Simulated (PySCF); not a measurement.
**Calculated NMR parameters of Furan**

| Quantity | Value |
| --- | --- |
| Formula | C4H4O |
| SMILES | c1ccoc1 |
| Point group of the computed structure | C2v |
| Degrees of unsaturation | 3 |
| Carbon signals | 2 |
| Proton signals | 2 |

Atoms are numbered as in `[cH:1]1[cH:2][cH:3][o:4][cH:5]1`. Each H is labelled by its parent atom.

No solvent, no relativistic terms, one computed conformer, equivalent nuclei averaged. Geometry from PBE0-D3(BJ)/def2-SVP; J couplings at B3LYP/pcJ-1; shieldings: GIAO PBE0/pcSseg-1; PySCF 2.14.

References, each an isolated molecule treated in the same way: TMS for 1H, 13C; 17O against H2O.

```tsv
carbon	δC, type	δH (multiplicity, J in Hz)	HMBC from (abs. J ≥ 3 Hz)	span of the C tensor (ppm)
C1/C2	115.4, CH	6.55 (m)	H(C3)/H(C5), H(C1)/H(C2)	180
C3/C5	146.1, CH	7.42 (m)	H(C3)/H(C5), H(C1)/H(C2)	150
```

Other nuclei:
| atoms | nucleus | environment | δ (ppm) | σ (ppm) |
| --- | --- | --- | --- | --- |
| O4 | 17O | aromatic ring oxygen | 306.9 | 27.6 |

Selected couplings (Hz, signed; the shortest-range and largest first, 30 at most; isotopes 13C, 1H): 1J(C3,H(C3)) 212.4, 1J(C1,H(C1)) 184.7, 1J(C1,C5) 78.3, 2J(C1,C3) 1.5, 3J(H(C1),H(C5)) 2.0.

- Carbon types of the structure: 4 × CH, which accounts for all hydrogens.
- δC 146.1: aromatic CH next to the ring oxygen.
- δC 115.4: aromatic CH.
- δH 7.42: hydrogen on an aromatic CH next to the ring oxygen; it sits in the deshielding region of the aromatic ring current.
- δH 6.55: hydrogen on an aromatic CH; it sits in the deshielding region of the aromatic ring current.

Multiplet labels drop couplings under 1 Hz and merge nearly equal ones. Couplings among chemically equivalent protons are left out too, so labels in AA′BB′ or AA′XX′ sets are apparent multiplicities. Unscaled 3J(H,H) at this level run about 9 % above measured values. Shifts are as computed. Against solution values, carbons near 30 ppm lie about +2 ppm off and those near 130 ppm about +4 ppm. Of 246 compounds with measured shifts, 49 miss one by over three times the rms of a fit or turn the order of signals round; such compounds aren't used in these exercises. Unscaled 17O shifts of doubly bonded oxygen tend to come out too high, by tens of ppm or more. Experimental scales use liquid or dissolved standards, which lie at an offset from isolated H2O (liquid H2O: subtract about 36 ppm).
